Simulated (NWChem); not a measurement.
## Basis-set convergence for C₂H₃F

```xyz
6

C      1.1815    -0.1871     0.0000
C     -0.1259    -0.4075     0.0000
F     -1.0213     0.5743     0.0000
H      1.5823     0.8287     0.0000
H      1.8700    -1.0325     0.0000
H     -0.5944    -1.3973     0.0000
```
Charge 0, spin multiplicity 1.

Program: NWChem. Structure: optimised with PBE0/def2-SVP, a minimum by its harmonic frequencies.

Quantity: LUMO energy at the level PBE.

The Pople sets run with spherical d functions. The structure started from a generated list of species.

```tsv
basis	functions	LUMO energy (eV)
STO-3G	18	2.73
6-31G*	48	-0.17
6-31+G*	60	-0.82
6-311G**	72	-0.58
def2-SVPD	87	-0.90
aug-pcseg-1	96	-0.94
pcseg-2	132	-0.88
def2-TZVPP	135	-0.81
def2-TZVPD	141	-0.91
aug-cc-pVTZ	207	-0.94
```

Smallest basis within 0.1 eV of aug-cc-pVTZ, the largest set run: def2-SVPD, with 87 functions against 207 and about 4 % of the time (also within reach: aug-pcseg-1, pcseg-2, def2-TZVPD). aug-cc-pVTZ isn't the basis-set limit itself, and a small set can land close by cancellation.
